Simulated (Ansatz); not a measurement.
# triplet AlH3S: levels of theory compared

Aim: a comparison of 6 runs (UHF/STO-3G, UHF/3-21G, U-r2SCAN/def2-TZVP, UBHLYP/def2-TZVP, RPA@PBE0/def2-TZVP, UCCSD/def2-TZVP) of triplet AlH3S. 

The results are computed with Ansatz 0.2.0.

48 further runs of the same task are left out: 48 set aside as unsound or not needed.

## Step 1: The molecule

The species is AlH3S (5 atoms), meant as a triplet with charge 0. As SMILES of the parent species, `[AlH2][SH]`. The shape is that of a PBE0-D4/def2-TZVP optimisation. That shape belongs to the parent species and isn't relaxed for this state.

Bond lengths: Al1–S2 2.181 Å, Al1–H3 1.579 Å, Al1–H4 1.581 Å, S2–H5 1.344 Å. Angles: Al1–S2–H5 93.7°, S2–Al1–H3 116.5°, S2–Al1–H4 118.9°, H3–Al1–H4 124.6°.

## Step 2: The energy at UHF/STO-3G (run 1)

Contents of job.yaml:

```yaml
crystal:
  periodic: [false, false, false]
  atoms:
    - symbol: Al
      position_ang: [-0.616100, -0.064200, -0.181700]
    - symbol: S
      position_ang: [1.129100, -0.343100, 1.096600]
    - symbol: H
      position_ang: [-1.981700, -0.650100, 0.351100]
    - symbol: H
      position_ang: [-0.441100, 0.696000, -1.556400]
    - symbol: H
      position_ang: [1.959700, 0.287800, 0.249000]
basis:
  gaussian:
    orbitals: STO-3G
magnetization:
  spin_polarized: true
  initial_magnetization: 2
accuracy: high
hamiltonian:
  xc: hf
output:
  orbitals: {seedname: orbitals}
```

On the command line:

```bash
$ ansatz run job.yaml --threads 1 --pin off --max-ram 3480MiB --events-out events.jsonl --progress --plain --runs-dir runs
```

The program printed:

```text
Warning: RAYON_NUM_THREADS=1 ignored (pool sized by the plan → 1); use --threads N
Functional definition: HF
  name "HF"
  exchange = exact_x
  correlation = 0
363 factors; integrals over basis functions are off by at most 8.9e-9 eV
mean field evaluation 1: about -17240.7961 eV, gradient 9.7e0 eV
mean field evaluation 2: about -17240.8555 eV, gradient 9.7e0 eV
mean field evaluation 4: about -17242.3908 eV, gradient 1.3e0 eV
mean field evaluation 8: about -17242.4496 eV, gradient 2.1e-2 eV
mean field evaluation 16: about -17242.8048 eV, gradient 1.5e0 eV
mean field evaluation 32: about -17243.6709 eV, gradient 1.0e0 eV
mean field evaluation 64: about -17240.8550 eV, gradient 1.9e0 eV
mean field evaluation 96: about -17242.3888 eV, gradient 7.3e-2 eV
mean field -17243.94345933 eV, -633.7032337657 hartree, gradient 2.7e-8 eV, S^2 2.034848; 2 other end points of the search recorded, 0 dependent functions left out
reference -17243.94345933 eV, -633.7032337657 hartree; 17, 15 occupied and 4, 6 virtual orbitals, 363 factors
Total energy: -17243.94345933 eV, -633.7032337657 hartree
```

Run time: 0.33 s. Hardware: 1 thread of Arm Neoverse V1, shared host.

## Step 3: A single-point energy at UHF/3-21G (run 2)

Contents of run.yaml:

```yaml
crystal:
  periodic: [false, false, false]
  atoms:
    - {symbol: Al, position_ang: [-0.616100, -0.064200, -0.181700]}
    - {symbol: S, position_ang: [1.129100, -0.343100, 1.096600]}
    - {symbol: H, position_ang: [-1.981700, -0.650100, 0.351100]}
    - {symbol: H, position_ang: [-0.441100, 0.696000, -1.556400]}
    - {symbol: H, position_ang: [1.959700, 0.287800, 0.249000]}
basis:
  gaussian:
    orbitals: 3-21G.json
magnetization:
  spin_polarized: true
  initial_magnetization: 2
hamiltonian:
  xc: hf
accuracy: high
output: {orbitals: {seedname: orbitals}}
```

The basis set 3-21G is read from a file made from the Basis Set Exchange's data (not shown).

On the command line:

```bash
$ ansatz run run.yaml --threads 1 --pin off --max-ram 3480MiB --events-out events.jsonl --progress --plain --runs-dir runs
```

The program printed:

```text
Warning: RAYON_NUM_THREADS=1 ignored (pool sized by the plan → 1); use --threads N
[... 4 set-up lines as earlier in the session ...]
685 factors; integrals over basis functions are off by at most 3.2e-9 eV
mean field evaluation 1: about -17352.5031 eV, gradient 1.1e1 eV
mean field evaluation 2: about -17352.5095 eV, gradient 1.1e1 eV
mean field evaluation 4: about -17353.6724 eV, gradient 1.0e0 eV
mean field evaluation 8: about -17353.7011 eV, gradient 4.0e-3 eV
mean field evaluation 16: about -17353.2301 eV, gradient 1.2e0 eV
mean field evaluation 32: about -17353.5518 eV, gradient 7.8e-1 eV
mean field evaluation 64: about -17352.4482 eV, gradient 1.1e-1 eV
mean field -17353.70114134 eV, -637.7367541831 hartree, gradient 9.2e-8 eV, S^2 2.029753; 2 other end points of the search recorded, 0 dependent functions left out
reference -17353.70114134 eV, -637.7367541831 hartree; 17, 15 occupied and 15, 17 virtual orbitals, 685 factors
Total energy: -17353.70114134 eV, -637.7367541831 hartree
```

Run time: 0.73 s. Hardware: 1 thread of Arm Neoverse V1, shared host.

Runs 3 to 4 aren't shown in full; the table further down has their settings and results.

## Step 4: A single-point energy at RPA@PBE0/def2-TZVP (run 5)

Contents of molecule.yaml:

```yaml
crystal:
  periodic: [false, false, false]
  atoms:
    - {symbol: Al, position_ang: [-0.616100, -0.064200, -0.181700]}
    - {symbol: S, position_ang: [1.129100, -0.343100, 1.096600]}
    - {symbol: H, position_ang: [-1.981700, -0.650100, 0.351100]}
    - {symbol: H, position_ang: [-0.441100, 0.696000, -1.556400]}
    - {symbol: H, position_ang: [1.959700, 0.287800, 0.249000]}
basis:
  gaussian:
    orbitals: def2-TZVP
magnetization:
  spin_polarized: true
  initial_magnetization: 2
hamiltonian:
  xc: pbe0
correlation:
  method: rpa
  frozen_orbitals: {Al: 5, H: 0, S: 5}
accuracy: high
```

On the command line:

```bash
$ ansatz run molecule.yaml --threads 1 --pin off --max-ram 3480MiB --events-out events.jsonl --progress --plain --runs-dir runs
```

The program printed (excerpt; [...] marks lines left out):

```text
Warning: RAYON_NUM_THREADS=1 ignored (pool sized by the plan → 1); use --threads N
Functional definition: PBE0
  name "PBE0"
[...]
1572 factors; integrals over basis functions are off by at most 3.5e-9 eV
[...]
mean field -17470.54682962 eV, -642.0307540265 hartree, gradient 1.6e-8 eV, S^2 2.008799; 16 other end points of the search recorded, 0 dependent functions left out
10 core orbitals not correlated: weight in the atoms' cores, before any rotation towards them, 1.000 or more for the frozen orbitals, at most 0.000 for the correlated occupied ones
reference -17443.73937646 eV, -641.0455982939 hartree; 7, 5 occupied and 75, 77 virtual orbitals, 1572 factors
Total energy: -17455.27403265 eV, -641.4694890900 hartree
```

Wall time 64 s (1 thread of Arm Neoverse V1, shared host); peak memory 0.42 GiB.

## Step 5: A single-point energy at UCCSD/def2-TZVP (run 6)

Contents of input.yaml:

```yaml
crystal:
  periodic: [false, false, false]
  atoms:
    - {symbol: Al, position_ang: [-0.616100, -0.064200, -0.181700]}
    - {symbol: S, position_ang: [1.129100, -0.343100, 1.096600]}
    - {symbol: H, position_ang: [-1.981700, -0.650100, 0.351100]}
    - {symbol: H, position_ang: [-0.441100, 0.696000, -1.556400]}
    - {symbol: H, position_ang: [1.959700, 0.287800, 0.249000]}
basis:
  gaussian: {orbitals: def2-TZVP}
accuracy: high
scf: {omitted_lower_state_checks: [cluster_reference, increment]}
magnetization: {spin_polarized: true, initial_magnetization: 2}
correlation: {method: ccsd, frozen_orbitals: {Al: 5, H: 0, S: 5}}
```

On the command line:

```bash
$ ansatz run input.yaml --threads 1 --pin off --max-ram 3480MiB --events-out events.jsonl --progress --plain --runs-dir runs
```

The program printed:

```text
Warning: RAYON_NUM_THREADS=1 ignored (pool sized by the plan → 1); use --threads N
[... 14 lines left out ...]
10 core orbitals not correlated: weight in the atoms' cores, before any rotation towards them, 1.000 or more for the frozen orbitals, at most 0.000 for the correlated occupied ones
[... 36 lines left out ...]
Total energy: -17451.97372802 eV, -641.3482051321 hartree
Checks for a lower state left out: cluster_reference, increment
```

Run time: 35 s. Hardware: 1 thread of Arm Neoverse V1, shared host; peak memory 0.86 GiB.

## Step 6: Overview of the runs

| run | level | frozen core orbitals | energy (Eh) | HOMO energy (eV) | ⟨S²⟩ | wall time |
| --- | --- | --- | --- | --- | --- | --- |
| 1 | UHF/STO-3G | – | -633.703234 | 0.45 | 2.035 | 0.33 s |
| 2 | UHF/3-21G | – | -637.736754 | -5.19 | 2.030 | 0.73 s |
| 3 | U-r2SCAN/def2-TZVP | – | -642.237951 | -2.99 | 2.009 | 60 s |
| 4 | UBHLYP/def2-TZVP | – | -642.283165 | -3.81 | 2.013 | 19 s |
| 5 | RPA@PBE0/def2-TZVP | 10 | -641.469489 | – | 2.009 | 64 s |
| 6 | UCCSD/def2-TZVP | 10 | -641.348205 | – | 2.037 | 35 s |

## Step 7: What came out

| quantity | value |
| --- | --- |
| run 6: total energy | -641.34821 Eh |
| run 6: correlation energy (10 core orbitals frozen) | -267.5 mEh |
| run 6: ⟨S²⟩ of the reference determinant | 2.037 |
| run 6: T1 diagnostic | 0.014 |

**Reading.** Totals of different functionals can't be ranked against each other. In run 1 the basis is minimal, so the values are rough. All runs together took 3 min, the longest 64 s.
